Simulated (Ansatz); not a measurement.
# Multireference treatment of MgH₂, singlet

Calculated in Ansatz's Gaussian-basis code. Basis cc-pV(T+d)Z on Mg, cc-pVTZ on H, nonrelativistic, 1 orbital frozen in the corrections. State-specific CASSCF; RHF is the lowest restricted (open-shell) Hartree–Fock solution met. No symmetry is imposed, so a solution can break that of the shape. Lower solutions, or ones in other orbitals, may exist.

Geometry. A bond is stretched, to 1.38 times the sum of the covalent radii.

```csv
atom,x (Å),y (Å),z (Å)
Mg,0.0000,0.0000,0.0000
H,0.0000,0.0000,2.3800
H,0.0000,0.0000,-1.7000
```

Q: What do CASSCF and its corrections give against RHF in CAS(4,6), and what are the occupations?

A: CASSCF -1.467 eV, SC-NEVPT2 -3.201 eV; occupations 1.95, 1.91, 0.09, 0.02, 0.01, 0.01.
